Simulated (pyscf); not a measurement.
PySCF, gas phase, ωB97X-D3(BJ)/def2-SVP geometries. Correlated levels are frozen-core, on RHF or UHF. ΔMP2 is the change of the MP2 total energy from the triple- to the quadruple-zeta basis.

**Question.** List the bond dissociation enthalpies at 298 K of F–BH–F (SMILES FBF) from CCSD(T)/def2-TZVPP + ΔMP2(QZVPP), from the weakest bond up.

**Answer.** B–H to [F–B–F]• + H•: 108.6 kcal/mol; B–F to F• + [HB–F]•: 172.5 kcal/mol. Ring and multiple bonds, and those that leave no two simple radicals, are not listed. The radicals are drawn with the spin at the cut bond; how far it spreads was not checked. The CCSD(T) − MP2 part came from Ansatz, without density fitting, on the same reference. Left out: the spin-orbit lowering of F.
